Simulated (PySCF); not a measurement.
Relaxation of singlet S₂H₂

Computed with PBE0/[S def2-TZVP, H def2-TZVP], no relativity, density fitting, PySCF. A (50,194) grid was used.

A start displaced from a saddle point along its imaginary mode, of C2 symmetry, held to at least that symmetry:

Coordinates in bohr (charge 0 multiplicity 1):
```
S    -0.0710   -0.0306    1.9906
S    -0.0629   -0.0449   -1.9906
H     2.2346    1.0014    2.2876
H     2.0116    1.3963   -2.2876
```

At each step, columns x, y, z (Å) and Fx, Fy, Fz (eV/Å):

```
step 0  E − E(last) = 35.56 kJ/mol
S   -0.038  -0.016   1.053   0.080   0.171  -0.022
S   -0.033  -0.024  -1.053   0.188  -0.019   0.022
H    1.183   0.530   1.211  -0.088  -0.159  -0.010
H    1.064   0.739  -1.211  -0.181   0.006   0.010
step 1  E − E(last) = 28.06 kJ/mol
S   -0.108   0.148   1.052   1.019   0.225  -0.725
S    0.070  -0.169  -1.052   0.720   0.758   0.726
H    1.243   0.385   1.225  -0.936  -0.374   0.086
H    0.971   0.865  -1.225  -0.803  -0.608  -0.087
step 2  E − E(last) = 22.37 kJ/mol
S   -0.093   0.147   1.040   0.496   0.256  -0.454
S    0.077  -0.156  -1.040   0.477   0.295   0.455
H    1.232   0.378   1.254  -0.459  -0.324   0.051
H    0.960   0.860  -1.254  -0.514  -0.226  -0.051
step 3  E − E(last) = 10.95 kJ/mol
S   -0.098   0.304   0.982   1.305  -0.112   0.119
S    0.210  -0.241  -0.982   0.582   1.177  -0.118
H    1.242   0.210   1.376  -1.238  -0.012  -0.146
H    0.822   0.955  -1.376  -0.648  -1.054   0.146
step 4  E − E(last) = 5.02 kJ/mol
S   -0.065   0.281   0.972  -0.124   0.300   0.450
S    0.207  -0.201  -0.972   0.195  -0.261  -0.449
H    1.216   0.224   1.372   0.050  -0.173   0.123
H    0.819   0.925  -1.372  -0.121   0.133  -0.124
step 5  E − E(last) = 1.54 kJ/mol
S   -0.057   0.325   0.968   0.183   0.121   0.267
S    0.249  -0.216  -0.968   0.202   0.096  -0.267
H    1.210   0.174   1.425  -0.218  -0.065  -0.014
H    0.774   0.946  -1.425  -0.167  -0.153   0.014
step 6  E − E(last) = 0.28 kJ/mol
S   -0.042   0.365   0.966   0.228  -0.045   0.035
S    0.291  -0.225  -0.966   0.085   0.221  -0.035
H    1.197   0.131   1.464  -0.219   0.023  -0.064
H    0.730   0.958  -1.464  -0.093  -0.200   0.064
step 7  E − E(last) = 0.05 kJ/mol
S   -0.037   0.368   0.968   0.011  -0.009  -0.087
S    0.296  -0.221  -0.968   0.004   0.017   0.088
H    1.192   0.128   1.465   0.000  -0.016   0.005
H    0.725   0.954  -1.465  -0.014   0.008  -0.005
step 8  E − E(last) = 0.00 kJ/mol
S   -0.032   0.376   0.963  -0.001   0.004   0.025
S    0.306  -0.221  -0.963   0.008   0.000  -0.024
H    1.188   0.118   1.473  -0.005   0.002  -0.006
H    0.714   0.956  -1.473  -0.001  -0.006   0.006
step 9  E − E(last) = 0.00 kJ/mol
S   -0.032   0.376   0.964  -0.003  -0.002   0.000
S    0.305  -0.222  -0.964   0.003   0.002   0.000
H    1.188   0.119   1.472   0.000   0.000   0.000
H    0.715   0.956  -1.472   0.000   0.000  -0.001
```

It ends at C2 with S–H 1.347 Å (×2), S–S 2.046 Å; H–S–S 98.6° (×2). A frequency run shows a minimum. Other isomers or separated fragments may lie lower.

The relaxation took 7.7 s on 2 threads of a shared Arm Neoverse V1 host, with 86 basis functions and 10 gradients; the process peaked at 0.99 GiB. Launch command: `OMP_NUM_THREADS=2 python axn.py task.json out`.
